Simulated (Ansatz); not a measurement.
Basis-set extrapolation for AlH3N (`[NH2][AlH]`) radical (PBE0-D4/def2-TZVP geometry, frozen core, Ansatz 0.2.0). Multiplicity 2, UHF reference.

|  | cc-pV(T+d)Z | cc-pV(Q+d)Z |
| --- | --- | --- |
| HF | -298.145892 | -298.153249 |
| MP2 correlation | -0.281190 | -0.300906 |
| CCSD(T) correlation | -0.310798 | not run |

Energies in hartree. Use E(X) = E(∞) + A·exp(−5.46·√X) for Hartree–Fock and E(X) = E(∞) + B·X^(−3.05) for correlation, with X = 3 and 4, and add CCSD(T) minus MP2 of the smaller set to the MP2 limit.

Question: What is the CCSD(T) energy at the basis-set limit?

Answer: HF limit: -298.153249 + (-0.007357) × 0.30130 = -298.15547. MP2 limit: -0.300906 + (-0.019716) × 0.71189 = -0.31494. Higher-order term: -0.310798 − (-0.281190) = -0.02961. Total: -298.50002 hartree, 1.18 eV below CCSD(T)/cc-pV(T+d)Z.
